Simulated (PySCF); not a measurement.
Gas-phase reaction: 3 BH₂F + B₂O₃ = 3 BOF + 2 BH₃

Method: PySCF energies plus ideal-gas RRHO corrections (1 bar). † marks an energy on the PBE0/def2-TZVP geometry and frequencies; other levels use their own. CCSD(T) freezes the core. 6-31G* has spherical d functions here. All species are closed-shell singlets. B3LYP is the form with VWN-RPA correlation. BH₂F: computed as isolated molecules; such fragments, hydroxides, amides, oligomers or adducts are transient or little studied in the gas. CCSD(T) isn't extrapolated to the basis-set limit.

| level | ΔH°(298 K), kJ |
|---|---|
| B3LYP/6-31G* | ___ |
| B3LYP/def2-TZVP† | 217 |
| BLYP/def2-TZVP† | ___ |
| CCSD(T)/def2-TZVPP† | ___ |
| M06-2X/def2-TZVP† | 231 |
| r2SCAN/def2-TZVP† | ___ |
| LDA/def2-TZVP† | 262 |
| ωB97M-V/def2-TZVP† | 225 |

Question: What belongs in the gaps?

Answer: 
- B3LYP/6-31G*, ΔH°(298 K), kJ: 235
- BLYP/def2-TZVP†, ΔH°(298 K), kJ: 202
- CCSD(T)/def2-TZVPP†, ΔH°(298 K), kJ: 218
- r2SCAN/def2-TZVP†, ΔH°(298 K), kJ: 225
